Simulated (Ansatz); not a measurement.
## AlH4PSi, SMILES [AlH]1[SiH2][PH]1: a ladder of basis sets, step by step

Program: the Python package of Ansatz (0.2.0).

The script reads `alh4psi.xyz`:
```text
7

Al   -1.16520   -0.59990   -0.52140
Si    0.35710    0.89820    0.46400
P     0.60890   -1.24530    0.73800
H    -2.40410   -0.83980   -1.46650
H     1.33130    1.51090   -0.47130
H    -0.15360    1.62890    1.64290
H     1.48690   -1.42090   -0.43140
```

Notebook, run cell by cell (the value of a cell's last expression is shown):

In [1]:
```python
from dataclasses import dataclass

import ansatz as az


@dataclass
class RunConfig:
    xc: str = "HF"


settings = RunConfig()
```

In [2]:
```python
mol = az.Crystal.molecule_from_extxyz("alh4psi.xyz")
```

In [3]:
```python
base = mol.calculation().functional(settings.xc)
```

In [4]:
```python
energies = {}
for basis in ["STO-3G", "6-31G", "6-31G*", "def2-SVP", "def2-SVPD", "def2-TZVP", "def2-TZVPP"]:
    data = base.basis(gaussian=basis).run(threads=1).report
    size = data["n_frozen"] + data["n_occupied"][0] + data["n_virtual"][0]
    energies[basis] = (data["reference_energy_ev"] / 27.211386246, data["free_energy_ev"] / 27.211386246)
    print(f"{basis:14s} {size:4d} orbitals  reference {energies[basis][0]:14.6f} Ha  total {energies[basis][1]:14.6f} Ha")

last = energies["def2-TZVPP"][1]
for basis, (_, total) in energies.items():
    print(f"{basis:14s} lies {27.211386 * (total - last):9.4f} eV above def2-TZVPP")
```
```text
STO-3G           31 orbitals  reference    -863.769397 Ha  total    -863.769397 Ha
6-31G            47 orbitals  reference    -873.706752 Ha  total    -873.706752 Ha
6-31G*           65 orbitals  reference    -873.812525 Ha  total    -873.812525 Ha
def2-SVP         74 orbitals  reference    -873.587345 Ha  total    -873.587345 Ha
def2-SVPD       104 orbitals  reference    -873.595449 Ha  total    -873.595449 Ha
def2-TZVP       135 orbitals  reference    -873.891618 Ha  total    -873.891618 Ha
def2-TZVPP      182 orbitals  reference    -873.892530 Ha  total    -873.892530 Ha
STO-3G         lies  275.4645 eV above def2-TZVPP
6-31G          lies    5.0553 eV above def2-TZVPP
6-31G*         lies    2.1770 eV above def2-TZVPP
def2-SVP       lies    8.3045 eV above def2-TZVPP
def2-SVPD      lies    8.0840 eV above def2-TZVPP
def2-TZVP      lies    0.0248 eV above def2-TZVPP
def2-TZVPP     lies    0.0000 eV above def2-TZVPP
```

Against STO-3G: 6-31G -9937.4 mHa, 6-31G* -10043.1 mHa, def2-SVP -9817.9 mHa, def2-SVPD -9826.1 mHa, def2-TZVP -10122.2 mHa and def2-TZVPP -10123.1 mHa. The last step alone is -0.91 mHa (these two sets differ little on atoms other than hydrogen).

The drop along the ladder measures the basis error, and is no property of the molecule. The geometry is a force-field or estimated start, not a minimum of this method, and the last set is no limit. Much of the fall in a total is atomic energy, which cancels in bond and reaction energies. Totals across families of basis sets mostly measure their core functions. The whole script took 7.7 s on 1 thread of Arm Neoverse V1, on a shared host, peak memory 0.37 GiB.
